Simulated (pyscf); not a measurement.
Thermochemistry of product channels of H₃C–N(CH₃)–SiH₃ + H₂O on the singlet surface, in kcal/mol, from ωB97M-D3(BJ)/def2-TZVP energies (ideal gas, 1 atm, RRHO with modes under 100 cm⁻¹ raised to 100, one conformer, R ln 2 for chiral ones without a mode under 150 cm⁻¹). PySCF, gas phase, ωB97X-D3(BJ)/def2-SVP geometries.

```json
[
 {"products": "H₃C–NH–CH₃ + HO–SiH₃", "ΔE": "-10.3", "ΔH(298 K)": "-9.7", "ΔG(600 K)": "-11.2", "ΔG(1200 K)": "-12.0"},
 {"products": "H₃C–N(CH₃)–SiH₂–OH + H₂", "ΔE": "___", "ΔH(298 K)": "-24.3", "ΔG(600 K)": "-19.6", "ΔG(1200 K)": "___"}
]
```

### Question
What belongs in the gaps?

### Answer

- H₃C–N(CH₃)–SiH₂–OH + H₂, ΔE: -21.8
- H₃C–N(CH₃)–SiH₂–OH + H₂, ΔG(1200 K): -16.7

These are energies of the channels, which say nothing of barriers. H₃C–NH–CH₃ lies 7.8 kcal/mol over its isomer H₃C–CH₂–NH₂ (electronic energy, ωB97M-D3(BJ)/def2-TZVP).
